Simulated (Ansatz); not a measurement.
Diamond-structure Ge was calculated with Hartree–Fock in Ansatz (PAW).

Excerpt of the program's output:

```
WARN output.stress: scf.exx.energy_threshold = 1e-6 eV is looser than the 2e-8 eV advised for a stress under a hybrid functional (1e-8 eV for each atom of the …
Crystal: 2 atoms, lattice volume = 49.797 Å³
Basis set: ecut = 460 eV, 1139 PW (Γ), exchange–correlation on 60×60×60 points (8 copies of the dense FFT grid, shifted against one another)
Bands: 18, of which v1, the nominal top of the filled ones, is band 14 counted from 1 (13 counted from 0)
Symmetry: 48 space group operations
Space group: Fd-3m (ITA 227), of the structure as read, at distance tolerance 3.7e-5 Å
k-points: 29 of 512
Functional: x = pbe(κ = 0.804, μ = 0.2195149727645171), c = none, warm-up for x = 0 pbe(κ = 0.804, μ = 0.2195149727645171) + 1 exact, c = none
SCF iter   1: F=—  HF=-8505.169422 eV  |F-HF|=—  |Δ(HF+E_count)|=         —  Δρ=7.16e-3  dr2=7.84e-3
SCF iter   2: F=—  HF=-8505.157334 eV  |F-HF|=—  |Δ(HF+E_count)|=   1.21e-2  Δρ=1.46e-3  dr2=8.90e-4
  ...
SCF 1 converged in 7 iterations: F = -8505.157103 eV  dr2 = 3.52e-11
Crystal: 2 atoms, lattice volume = 49.797 Å³
Initial density: handed on by an earlier stage of this run
Functional: x = 0 pbe(κ = 0.804, μ = 0.2195149727645171) + 1 exact, c = none
SCF 2 converged in 7 iterations: F = -8512.218176 eV  dr2 = 3.98e-12
Crystal: 2 atoms, lattice volume = 49.797 Å³
SCF 3 converged in 7 iterations: F = -8512.682975 eV  dr2 = 8.28e-11
Crystal: 2 atoms, lattice volume = 49.797 Å³
Crystal: 2 atoms, lattice volume = 49.797 Å³
Crystal: 2 atoms, lattice volume = 49.797 Å³
SCF 6 converged in 5 iterations: F = -8512.775644 eV  dr2 = 6.97e-11
Crystal: 2 atoms, lattice volume = 49.797 Å³
SCF iter   2: F=—  HF=-8512.775645 eV  |F-HF|=—  |Δ(HF+E_count)|=   9.33e-9  Δρ=1.15e-6  dr2=6.51e-10
SCF iter   3: F=-8512.775645 eV  HF=-8512.775645 eV  |F-HF|=7.28e-12  |Δ(HF+E_count)|=  7.33e-10  Δρ=2.32e-7  dr2=1.87e-11
SCF 7 converged in 3 iterations: F = -8512.775645 eV  dr2 = 1.87e-11
Free energy (F): -8512.775645 eV
Internal energy: -8512.775645 eV  (E = F + TS)
E sigma→0 (E₀):  -8512.775645 eV
Fermi energy:    8.613967 eV
--- Forces (eV/Å), atoms counted from 1 ---
  atom   1  Ge    -0.00000000     0.00000000    -0.00000000
  atom   2  Ge    -0.00000000     0.00000000     0.00000000
--- Stress (GPa, compression-positive) ---
       -4.055874      -0.000000      -0.000000
       -0.000000      -4.055874      -0.000000
       -0.000000      -0.000000      -4.055874
  P = ⅓ Tr σ = -4.0559 GPa (-40.559 kbar)
```

Task: Write an input file that could have produced this run (the log leaves some choices open).

Result: This is not unique; one that fits is 
Ansatz 0.2 input:
```yaml
crystal:
  lattice:
    - [0.0, 2.9200609304, 2.9200609304]
    - [2.9200609304, 0.0, 2.9200609304]
    - [2.9200609304, 2.9200609304, 0.0]
  atoms:
    - { symbol: Ge, position: [0.0, 0.0, 0.0] }
    - { symbol: Ge, position: [0.25, 0.25, 0.25] }
basis:
  ecutwfc: 460
  ecutrho_ratio: 4
  xc_grid: 2
kpoints:
  mp_grid: { grid: [8, 8, 8] }
hamiltonian:
  xc: hf
  dispersion: none
  pseudopotentials: { kind: paw }
scf:
  occupations: { method: fermi_dirac, width: 0.01 }
  convergence: { dr2_threshold: 0.0000000002 }
output:
  forces: true
  stress: true
  eigenvalues: true
```

The cell is one volume of an energy–volume scan, off the minimum.

The PAW data were made under PBE.

Ansatz is an electronic-structure program.
